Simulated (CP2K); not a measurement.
# PM6 run of SiH2OF (SMILES O[SiH]F)

What is the energy change on altering one bond length of SiH2OF at PM6? 

The calculation is run with CP2K 2026.2.

2 further runs of the same task are left out: 2 set aside as unsound or not needed.

## (1) Starting point

The species is SiH2OF (5 atoms), meant as a doublet with charge 0. SMILES: `O[SiH]F`. The shape is that of a PBE0-D4/def2-TZVP optimisation. This is one conformer, not always the lowest.

Bond lengths: O1–Si2 1.636 Å, Si2–F3 1.603 Å, O1–H4 0.959 Å, Si2–H5 1.490 Å. Angles: O1–Si2–F3 110.5°, O1–Si2–H5 105.3°, F3–Si2–H5 107.6°, Si2–O1–H4 119.2°.

## (2) Energy and gradient at PM6

Contents of molecule.xyz:

```xyz
5

O     -0.615200    -0.884600    -0.276300
Si     0.283900     0.245700     0.493100
F      0.207000     1.646500    -0.283100
H     -1.564500    -0.765100    -0.338000
H      1.688800    -0.242600     0.404400
```

Contents of job.inp:

```
&FORCE_EVAL
  METHOD Quickstep
  &DFT
    MULTIPLICITY 2
    UKS T
    &QS
      METHOD PM6
      EPS_DEFAULT 1.0E-10
      &SE
        &COULOMB
          CUTOFF [angstrom] 50
          RC_RANGE [angstrom] 0
        &END COULOMB
        &EXCHANGE
          CUTOFF [angstrom] 50
          RC_RANGE [angstrom] 0
        &END EXCHANGE
      &END SE
    &END QS
    &POISSON
      PERIODIC NONE
      POISSON_SOLVER ANALYTIC
    &END POISSON
    &SCF
      SCF_GUESS ATOMIC
      EPS_SCF 1.0E-06
      MAX_SCF 30
      &OT
        MINIMIZER DIIS
        PRECONDITIONER FULL_ALL
      &END OT
      &OUTER_SCF
        EPS_SCF 1.0E-06
        MAX_SCF 10
      &END OUTER_SCF
    &END SCF
    &PRINT
      &MOMENTS
        PERIODIC F
        REFERENCE COM
        MAX_MOMENT 1
      &END MOMENTS
      &MO_CUBES
        NLUMO 3
        NHOMO -1
        WRITE_CUBE F
      &END MO_CUBES
      &HIRSHFELD OFF
      &END HIRSHFELD
    &END PRINT
  &END DFT
  &SUBSYS
    &CELL
      ABC 13.3 12.5 10.8
      PERIODIC NONE
    &END CELL
    &TOPOLOGY
      COORD_FILE_NAME molecule.xyz
      COORD_FILE_FORMAT XYZ
      &CENTER_COORDINATES
      &END CENTER_COORDINATES
    &END TOPOLOGY
  &END SUBSYS
  &PRINT
    &FORCES ON
    &END FORCES
  &END PRINT
&END FORCE_EVAL

&GLOBAL
  PROJECT_NAME job
  RUN_TYPE ENERGY_FORCE
  PRINT_LEVEL MEDIUM
&END GLOBAL
```

The run is started by

```
$ OMP_NUM_THREADS=1 cp2k.psmp -i job.inp > job.out 2>&1
```

Output (excerpt; [...] marks lines left out):

```text
CP2K| version string:                                       CP2K version 2026.2
[...]
 GLOBAL| Method name                                                        CP2K
[...]
 GLOBAL| Run type                                                   ENERGY_FORCE
[...]
                             - Atoms:                                          5
[...]
                             - Spherical basis functions:                     19
[...]
 Number of electrons:                                                         10
[...]
     1 OT DIIS     0.15E+00    0.0     0.19859352       -28.5915401660 -2.86E+01
[...]
     8 OT DIIS     0.15E+00    0.0     0.00000086       -31.7561042765 -1.25E-09
  *** SCF run converged in     8 steps ***
  Core-core repulsion energy [eV]:                            731.11598405960376
  Core Hamiltonian energy [eV]:                             -1459.64300660448407
  Two-electron integral energy [eV]:                         -271.20104142342052
  Electronic energy [eV]:                                   -1595.24352731619410
  Total energy [eV]:                                         -864.12754325659046
  Atomic reference energy [eV]:                               858.82780349020084
  Heat of formation [kcal/mol]:                              -122.21491206251073
[...]
 SE_DIPOLE| Moment [Debye]          1.06925379       0.75288820      -1.07439452
 SE_DIPOLE| Derivative [a.u.]       0.00000000       0.00000000       0.00000000
 *** WARNING in qs_scf_post_se.F:140 :: Printing of MO cube files not ***
 *** implemented for Semi-Empirical method.                           ***
 ENERGY| Total FORCE_EVAL ( QS ) energy [hartree]            -31.756104276680169
 FORCES| Atomic forces [hartree/bohr]
 FORCES|   Atom     x               y               z               |f|
 FORCES|      1 -1.26799653E-02  1.15813218E-02  1.19549658E-02   2.09243815E-02
 FORCES|      2  2.80684516E-02  4.48463660E-03 -2.03956988E-02   3.49847748E-02
 FORCES|      3 -1.22964707E-03 -6.79685072E-03  1.07010886E-02   1.27366601E-02
 FORCES|      4 -2.61710747E-03 -1.34642906E-02 -8.80811643E-03   1.63008984E-02
 FORCES|      5 -1.15417317E-02  4.19518299E-03  6.54776080E-03   1.39170508E-02
 FORCES| Sum     1.66533454E-16  1.11022302E-16 -1.17961196E-16
 FORCES| Total atomic force                                       2.32323453E-16
[...]
```

Wall time 0.93 s (1 thread of Arm Neoverse V1, shared host).

## (3) The distorted shape, same level

Contents of molecule.xyz:

```xyz
5

O     -0.896200    -0.786933    -0.258559
Si     0.002900     0.343367     0.510841
F     -0.074000     1.744167    -0.265359
H     -1.845500    -0.667433    -0.320259
H      1.688800    -0.242600     0.404400
```

Contents of gas.inp:

```
&GLOBAL
 PROJECT gas
 RUN_TYPE ENERGY_FORCE
 PRINT_LEVEL MEDIUM
&END

&FORCE_EVAL
 METHOD QUICKSTEP
 &DFT
  MULTIPLICITY 2
  LSD T
  &QS
   METHOD PM6
   EPS_DEFAULT 1.0E-10
   &SE
    &COULOMB
     CUTOFF [angstrom] 50
     RC_RANGE [angstrom] 0
    &END
    &EXCHANGE
     CUTOFF [angstrom] 50
     RC_RANGE [angstrom] 0
    &END
   &END
  &END
  &POISSON
   PERIODIC NONE
   POISSON_SOLVER ANALYTIC
  &END
  &SCF
   SCF_GUESS ATOMIC
   EPS_SCF 1.0E-06
   MAX_SCF 30
   &OT
    MINIMIZER DIIS
    PRECONDITIONER FULL_ALL
   &END
   &OUTER_SCF
    EPS_SCF 1.0E-06
    MAX_SCF 10
   &END
  &END
  &PRINT
   &MOMENTS
    PERIODIC F
    REFERENCE COM
    MAX_MOMENT 1
   &END
   &MO_CUBES
    NLUMO 3
    NHOMO -1
    WRITE_CUBE F
   &END
   &HIRSHFELD OFF
   &END
  &END
 &END
 &SUBSYS
  &CELL
   ABC 13.5 12.5 10.8
   PERIODIC NONE
  &END
  &TOPOLOGY
   COORD_FILE_NAME molecule.xyz
   COORD_FILE_FORMAT XYZ
   &CENTER_COORDINATES
   &END
  &END
 &END
 &PRINT
  &FORCES ON
  &END
 &END
&END
```

The run is started by

```
$ OMP_NUM_THREADS=1 cp2k.psmp -i gas.inp > gas.out 2>&1
```

Output (excerpt; [...] marks lines left out):

```text
CP2K| version string:                                       CP2K version 2026.2
[...]
 GLOBAL| Method name                                                        CP2K
[...]
 GLOBAL| Run type                                                   ENERGY_FORCE
[...]
                             - Atoms:                                          5
[...]
                             - Spherical basis functions:                     19
[...]
 Number of electrons:                                                         10
[...]
     1 OT DIIS     0.15E+00    0.0     0.19532198       -28.6341525679 -2.86E+01
[...]
     8 OT DIIS     0.15E+00    0.0     0.00000055       -31.7303641782 -5.68E-10
  *** SCF run converged in     8 steps ***
  Core-core repulsion energy [eV]:                            722.36243114360479
  Core Hamiltonian energy [eV]:                             -1457.96086270487331
  Two-electron integral energy [eV]:                         -255.65737599912487
  Electronic energy [eV]:                                   -1585.78955070443567
  Total energy [eV]:                                         -863.42711956083099
  Atomic reference energy [eV]:                               858.82780349020084
  Heat of formation [kcal/mol]:                              -106.06275664412004
[...]
 SE_DIPOLE| Moment [Debye]          0.88914041       0.82934427      -1.17573060
 SE_DIPOLE| Derivative [a.u.]       0.00000000       0.00000000       0.00000000
 *** WARNING in qs_scf_post_se.F:140 :: Printing of MO cube files not ***
 *** implemented for Semi-Empirical method.                           ***
 ENERGY| Total FORCE_EVAL ( QS ) energy [hartree]            -31.730364178248841
 FORCES| Atomic forces [hartree/bohr]
 FORCES|   Atom     x               y               z               |f|
 FORCES|      1 -1.36080577E-02  8.53898292E-03  1.08604112E-02   1.93918023E-02
 FORCES|      2  7.93862601E-02 -1.27480644E-02 -1.87107528E-02   8.25517032E-02
 FORCES|      3  5.62973555E-04 -4.70452837E-03  9.58539016E-03   1.06924848E-02
 FORCES|      4 -2.55009423E-03 -1.36985567E-02 -9.15866527E-03   1.66743691E-02
 FORCES|      5 -6.37910817E-02  2.26121665E-02  7.42361663E-03   6.80861385E-02
 FORCES| Sum    -5.55111512E-17 -7.77156117E-16 -5.55111512E-17
 FORCES| Total atomic force                                       7.81111136E-16
[...]
```

Run time: 0.93 s. Hardware: 1 thread of Arm Neoverse V1, shared host.

## (4) What came out

At PM6:

| quantity | value |
| --- | --- |
| first shape: total energy | -31.75610 Eh |
| first shape: dipole moment | 1.69 D |
| first shape: heat of formation at this unrelaxed shape | -122.2 kcal/mol |
| first shape: largest force on an atom | 1.799 eV/Å |
| distorted shape: total energy | -31.73036 Eh |
| distorted shape: dipole moment | 1.69 D |
| distorted shape: heat of formation at this unrelaxed shape | -106.1 kcal/mol |
| distorted shape: largest force on an atom | 4.245 eV/Å |
| energy change with the Si2–H5 bond stretched from 1.490 to 1.788 Å | 0.700 eV |

What this shows: With the Si2–H5 bond stretched from 1.490 to 1.788 Å the energy rises by 0.70 eV (67.6 kJ/mol). The first shape isn't relaxed at this level, so the change isn't measured from a minimum. The largest force (first shape) is 1.80 eV/Å: the shape isn't a stationary point for this species at this level.
